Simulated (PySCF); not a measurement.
C4H5NO.
InChI=1S/C4H5NO/c5-4-2-1-3-6-4/h1-3H,5H2

Torsions of this conformer, `[NH2:1][c:2]1[cH:3][cH:4][cH:5][o:6]1`: H–N1–C2–C3 32°, H–N1–C2–C3 163°.

The closed-shell ground state was solved at several levels (PySCF, density fitting, gas phase, non-relativistic). Isolated species at its GFN2-xTB geometry, gas phase.

```tsv
level	basis functions	total energy (Eh)	HOMO (eV)	LUMO (eV)	gap (eV)	dipole (D)
PBE0/pcSseg-1	127	-285.0248	-5.47	0.94	6.41	1.65
wB97X-D/def2-SVPD	163	-285.0928	-7.33	2.33	9.66	1.53
```

(1) What might B3LYP/pcJ-1 (212 basis functions) give for the same quantities?

(2) Over all these levels, which gives the widest orbital gap and which the narrowest?

(3) How far do the dipole and the HOMO energy spread over the levels?

Results:

(1) Total energy -285.3919 Eh, HOMO -5.25 eV, LUMO 0.70 eV, gap 5.95 eV, dipole 1.66 D.

(2) wB97X-D/def2-SVPD (range-separated hybrid) has the widest, 9.66 eV, and B3LYP/pcJ-1 (global hybrid, 20 % exact exchange) the narrowest, 5.95 eV. Functional and basis both differ between the two, so the spread mixes both effects.

(3) The dipole runs from 1.53 to 1.66 D (mean 1.61 D) and the HOMO from -7.33 to -5.25 eV.

The pairwise dispersion term of wB97X-D wasn't added to the energies; at a given geometry it leaves orbitals and properties as they are.
